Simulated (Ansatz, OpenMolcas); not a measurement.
# Exact exchange and the vertical energy of the triplet above the singlet of SiH3Cl (chlorosilane)

SiH3Cl has 5 atoms, charge 0, and is taken as a singlet. SMILES: `[SiH3]Cl`. The coordinates come from a PBE0-D4/def2-TZVP relaxation.

The vertical energy of the triplet above the singlet y, in eV, basis aug-cc-pVDZ; a is the functional's share of exact exchange. Programs: Ansatz 0.2.0, OpenMolcas 26.06.

| functional | program | a | y (eV) |
| --- | --- | --- | --- |
| r2SCAN | Ansatz | 0 | 6.80 |
| TPSS | OpenMolcas | 0 | 6.75 |
| B3LYP | Ansatz | 0.2 | ? |
| r2SCAN0 | Ansatz | 0.25 | 7.07 |
| PBE0 | Ansatz | 0.25 | 6.91 |
| BHLYP | Ansatz | 0.5 | 7.36 |

Task: Fit y = c + s·a to the known rows and predict B3LYP.

Result: 
1. Means of the 5 rows: a = 0.2000, y = 6.978.
2. Σ(Δa)² = 0.175, Σ(Δa·Δy) = 0.197, so the slope is 0.197/0.175 = 1.1257.
3. Intercept: 6.978 − (1.1257) × 0.2000 = 6.753. The largest residual of the fit is 0.12.
4. B3LYP: 6.753 + (1.1257) × 0.2 = 6.98 eV.

The run gave 6.90 eV, so the prediction is off by +0.08 eV, within the scatter of the fit. The rows mix families of semi-local functionals, which the line can't see.
